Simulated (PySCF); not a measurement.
NaH⁺: frontier orbitals

UHF at R = 2.859 Å; PySCF, no relativity, basis sets Na pcseg-1, H pcseg-1. State: ²Σ⁺ (doublet), unpaired electrons σ ↑. Only the outer orbitals are listed, counted within each symmetry.

| spin | orbital | occ. | ε (eV) | on Na (%) | main shells (%) |
| --- | --- | --- | --- | --- | --- |
| α | 3σ | 1 | -49.25 | 100 | 100 Na p |
| α | 1π | 1 | -49.23 | 100 | 100 Na p |
| α | 1π | 1 | -49.23 | 100 | 100 Na p |
| α | 4σ | 1 | -18.61 | 2 | 98 H s |
| α | 5σ | 0 | -4.65 | 101 | 100 Na s |
| α | 2π | 0 | -2.04 | 100 | 100 Na p |
| α | 2π | 0 | -2.04 | 100 | 100 Na p |
| β | 3σ | 1 | -49.24 | 100 | 100 Na p |
| β | 1π | 1 | -49.23 | 100 | 100 Na p |
| β | 1π | 1 | -49.23 | 100 | 100 Na p |
| β | 4σ | 0 | -5.09 | 87 | 86 Na s, 13 H s |
| β | 5σ | 0 | -3.29 | 52 | 48 H s, 40 Na p, 12 Na s |
| β | 2π | 0 | -1.99 | 100 | 100 Na p |

Task: Which are the highest filled and the lowest empty level, where do they sit, and how wide is the gap?

Result: Highest filled α 4σ at -18.61 eV (in %: 98 H s); lowest empty β 4σ at -5.09 eV (in %: 86 Na s, 13 H s); the gap at UHF is 13.52 eV.

```
bond order (Mayer)                                                                                                : 0.04
⟨S²⟩                                                                                                              : 0.750
charge on Na (Mulliken, basis-dependent)                                                                          : 0.98
charge on Na (Löwdin, basis-dependent)                                                                            : 0.94
dipole moment (positive dipole points towards H; it is taken about the centre of mass and depends on that origin) : -0.41 D
polarisability along the bond                                                                                     : 3.4 bohr³
polarisability across the bond                                                                                    : 0.8 bohr³
```

Shares are Mulliken populations and can fall outside 0 to 100 %.

The state is the lowest determinant that a PBE0 search found; another state may lie lower at other levels.
